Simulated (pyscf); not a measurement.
PySCF, gas phase, ωB97X-D3(BJ)/def2-SVP geometries.

Q: PBE/def2-TZVP puts the barrier of `[SeH2]` + `[AlH3]` → `[AlH2][SeH]` + `[H][H]` (four-centre exchange; singlet surface; H–Se, Al–H broken, Al–Se, H–H formed) at -7.7 kcal/mol and the reaction energy at -26.9 kcal/mol, from the separated reactants. What do r²SCAN/def2-TZVP, M06-2X/def2-TZVP, ωB97M-D3(BJ)/def2-TZVP give on the same structures?

A: r²SCAN: ΔE‡ = -7.5 kcal/mol, ΔE = -28.3 kcal/mol; M06-2X: ΔE‡ = -2.6 kcal/mol, ΔE = -29.5 kcal/mol; ωB97M-D3(BJ): ΔE‡ = 0.3 kcal/mol, ΔE = -25.3 kcal/mol. PBE's barrier matches one of them and lies within 8.0 kcal/mol of the others. Its reaction energy lies among theirs. On the reactant side the descent ends in an adduct with a Al–Se contact, 17.4 kcal/mol under the separated species and 13.3 kcal/mol under the saddle at ωB97X-D3(BJ)/def2-TZVP. At PBE, r²SCAN, M06-2X the saddle lies under the separated reactants, which points to a path from their complex (located at ωB97X-D3(BJ) alone). What is counted as formed (Al–Se) is already present as a longer contact in the reactant adduct; forming that adduct is a step of its own. At ωB97X-D3(BJ)/def2-TZVP the barrier from the zero used here is -4.1 kcal/mol. This is the saddle that the search found; another between the same sides may lie lower. Elements up to Kr have no core potential and no relativistic terms here.
